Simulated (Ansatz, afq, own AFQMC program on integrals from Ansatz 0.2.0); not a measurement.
AFQMC on a folder of integrals that Ansatz 0.2.0 wrote.

```yaml
crystal:
  periodic: [false, false, false]
  atoms:
    - {symbol: Al, position_ang: [0.000000, 0.000000, 0.105100]}
    - {symbol: C, position_ang: [0.000000, 0.000000, -1.811100]}
    - {symbol: H, position_ang: [0.000000, 0.000000, 1.706000]}
basis:
  gaussian: {orbitals: cc-pVDZ}
total_charge: 1
magnetization: {spin_polarized: false, initial_magnetization: 1}
correlation: {method: ccsd_t, electrons: outside_noble_gas, hamiltonian_folder: ham}
```

```sh
$ ansatz run in.yaml --threads 1 --pin off --events-out ev --progress --plain --max-ram 1382MiB
```

afq runs on the folder ham with

```
--method phaseless --trial hf --walkers 120 --populations 1 --least-time 40 --time-step 0.005 --steps-per-block 20 --equilibration-blocks 112 --max-blocks 600 --target-error 0.0009600 --factor-cut 1e-05 --start spin_pure --seed 5750 --taylor-order 6
```

Times are imaginary, in 1/Eh. The walk had a cap of 589 s.

afq prints:

```
orbitals 31  electrons 4 3  factors 221 of 357
reference energy -279.88668351 Eh
CCSD correlation -0.15199825 Eh in 15 cycles, weight of the determinant in the CISD state 0.8850
energy of the start -279.886684 Eh
 block  time / (1/Eh)  mean weight  energy / Eh
     1     0.100  1.0005  -279.913832
     2     0.200  1.0007  -279.931000
     3     0.300  1.0000  -279.945068
     4     0.400  1.0019  -279.956595
     5     0.500  1.0005  -279.965616
     8     0.800  1.0010  -279.987367
    18     1.800  1.0008  -280.042932
    69     6.900  1.0000  -280.023802
   120    12.000  1.0005  -280.041191
   171    17.100  1.0003  -280.040391
   222    22.200  1.0001  -280.057566
   273    27.300  0.9989  -280.043290
   324    32.400  1.0016  -280.031329
   375    37.500  0.9993  -280.021680
   426    42.600  1.0002  -280.046738
   477    47.700  1.0005  -280.022416
   528    52.800  0.9995  -280.043196
   579    57.900  0.9959  -280.044751
   630    63.000  1.0005  -280.042707
   681    68.100  1.0006  -280.037261
   698    69.800  1.0005  -280.034226
blocks merged  error / Eh  count
     1  0.000486  600
     2  0.000633  300
     4  0.000804  150
     8  0.000975  75
    16  0.001060  37
    32  0.001234  18
    64  0.001533  9
energy -280.038381 +/- 0.001234 Eh
(rows thinned)
```

The run passed its tests (sampling time, drift between the halves within three errors, error under three times the target), which doesn't prove that it has relaxed.

Against this walk (error 33.6 meV) on the same determinant: CCSD(T) 129.3 meV lower, CCSDT(Q) 177.4 meV lower, a separate phaseless walk with a CISD trial and standard settings 151.1 ± 35.6 meV lower. The error is statistical and leaves out the bias of the constraint. CCSDT(Q) is the surest value here, so the walk's 177 meV above it is most likely the bias of the constraint with this trial, which can have either sign.

Cautions: constraint bias not in the error; error above the target (33.6 against 26.1 meV); another spin lies lower (by 882 meV); a spin-contaminated unrestricted determinant lies lower (UHF 729 meV lower, ⟨S²⟩ 1.59); CCSDT(Q) on the UHF determinant differs (942 meV lower), perhaps since the unrestricted series falls towards higher spin.

The walk took 2.6 min on 1 thread of Arm Neoverse V2, with other jobs on the host. The log's last line is the phaseless energy.

CCSDT and higher add their correlation energy to the determinant of the CCSD(T) run, since their own runs factorise the integrals more tightly (a shift of under 2 meV). A walk keeps the symmetry of its determinant, which the program's search chose and which needn't be the lowest solution, so a lower state of the same spin and another symmetry isn't excluded.
